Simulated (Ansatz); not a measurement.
sulfur dioxide (SMILES O=S=O) moved off its minimum; all values from Ansatz (a quantum-chemistry and plane-wave program), cores frozen in correlated methods.
(charge 0, multiplicity 1)
```xyz
3

O     -1.2421     0.4951     0.0786
S     -0.0045    -0.3547    -0.0741
O      1.2231     0.3160    -0.0025
```

Forces at wB97M-V/def2-TZVPP (eV/Å):

```
atom      Fx      Fy      Fz
----  ------  ------  ------
O1     3.412  -2.648  -0.466
S2    -5.431   1.852   0.393
O3     2.019   0.796   0.072
```

**Question.** Give the forces (eV/Å), the total energy and the dipole at CCSD(T)/aug-cc-pV(T+d)Z.

**Answer.** 
```
atom      Fx      Fy      Fz
----  ------  ------  ------
O1     2.487  -2.093  -0.364
S2    -5.425   0.876   0.249
O3     2.939   1.217   0.114
```
Energy -547.9992 hartree, dipole 1.88 D.

Doubts at one or more of the structures used: a restricted determinant that unrestricted orbitals would lower (CCSD(T)/aug-cc-pV(T+d)Z).
